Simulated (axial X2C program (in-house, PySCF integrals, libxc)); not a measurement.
# BO⁻: bond constants with and without spin–orbit coupling

All values were computed with an axial X2C code built on PySCF integrals. Spin-free means the one-electron spin-free X2C Hamiltonian; two-component (2c) means X2C with spin–orbit coupling and atomic mean-field two-electron Coulomb and Gaunt terms, so the difference of the two also holds small scalar two-electron terms. Basis: O dyall-av3z [7s6p3d2f], B dyall-av3z [8s7p3d2f] (cores contracted in-house); Gaussian nuclei, density fitting, unrestricted open shells. Masses: O 15.995 u, B 11.009 u.

Input file and command:
```json
{"zs": [8, 5], "q": -1, "bas": ["dyall-av3z", "dyall-av3z"], "levels": ["PBE0", "HF", "BLYP"], "cc": true, "r0": 1.35, "thr": -2.0, "nmax": 90, "npts": 10, "nst": 2, "ntry": 6}
```
```bash
python so2c.py task.json out
```

Keys: zs atomic numbers; q charge; bas basis sets; levels methods; cc coupled cluster on or off; r0 starting distance in Å; thr threshold in hartree for freezing inner shells (an s shell follows its p shell); nmax most natural virtual spinors; npts points on the curve; nst determinants followed; ntry starts of the search. HF also brings MP2.

State, spin-free: M_S = 0, Λ = 0 (closed shell); electrons by block: σα: 5, σβ: 5, π+α: 1, π+β: 1, π-α: 1, π-β: 1. Fragments: O- + B for PBE0, MP2, CCSD, CCSD(T), BLYP; O + B- for HF.

State, 2c: Ω = 0 (closed shell); electrons by block: 1/2: 6, -1/2: 6, 3/2: 1, -3/2: 1. Fragments: O- + B for PBE0, MP2, CCSD, CCSD(T), BLYP; O + B- for HF.

| Hamiltonian | level | Re (Å) | ωe (cm⁻¹) | Be (cm⁻¹) | αe (cm⁻¹) | De (eV) | μ (D) |
| --- | --- | --- | --- | --- | --- | --- | --- |
| spin-free | PBE0 | 1.232 | 1752.0 | 1.703 | 0.0162 | 9.45 | -2.40 |
| spin-free | HF | 1.216 | 1861.3 | 1.749 | 0.0153 | n/a | -2.18 |
| spin-free | MP2 | 1.248 | 1672.3 | 1.659 | 0.0166 | 9.81 | n/a |
| spin-free | CCSD | 1.239 | 1730.4 | 1.683 | 0.0159 | 9.17 | n/a |
| spin-free | CCSD(T) | 1.246 | 1691.9 | 1.666 | 0.0163 | 9.33 | n/a |
| spin-free | BLYP | 1.244 | 1673.5 | 1.67 | 0.0171 | 9.30 | -2.44 |
| 2c | PBE0 | 1.232 | 1752.2 | 1.703 | 0.0162 | 9.45 | -2.40 |
| 2c | HF | 1.216 | 1861.4 | 1.749 | 0.0153 | n/a | -2.18 |
| 2c | MP2 | 1.248 | 1672.4 | 1.659 | 0.0166 | 9.81 | n/a |
| 2c | CCSD | 1.239 | 1729.6 | 1.683 | 0.0158 | 9.17 | n/a |
| 2c | CCSD(T) | 1.246 | 1690.9 | 1.666 | 0.0162 | 9.33 | n/a |
| 2c | BLYP | 1.244 | 1673.6 | 1.67 | 0.0171 | 9.30 | -2.44 |

Correlated methods: 10 electrons correlated (number of frozen shells: O 1 s; B 1 s), 206 virtual spin orbitals or spinors in MP2, 90 natural virtuals in coupled cluster.

Dipoles are positive if B is the positive end and refer to the centre of mass.

One determinant describes the state; a PBE0 search over occupations chose it and may have missed a lower one. Closed shells are restricted here (equal orbitals for both partners); the stretched side of such a curve lies too high. Dissociation energies refer to the lowest single-determinant-based atoms at the same level and basis. De is not given where an atomic determinant may have missed its ground term or J level, or where the truncated virtual space spoils (T). CCSD and (T) use frozen natural virtuals with an MP2 correction for the truncation; (T) itself is uncorrected, so its De runs slightly low. In 2c an atomic determinant is not the ground J level, so De misses part of the atomic spin–orbit lowering. This holds for PBE0, BLYP. The functionals have no current-density term, which raises determinants with orbital currents, atoms included. The highest occupied level of some functionals is positive through self-interaction error; at Hartree–Fock it is bound.

Rough cost a point (2c) on 1 thread(s) of a shared host, integrals apart: PBE0 0.19 s, HF 0.06 s, CCSD(T) 4 s, BLYP 0.15 s.

The whole task took 89 s on 1 thread of Intel(R) Xeon(R) Processor @ 2.30GHz (shared host).
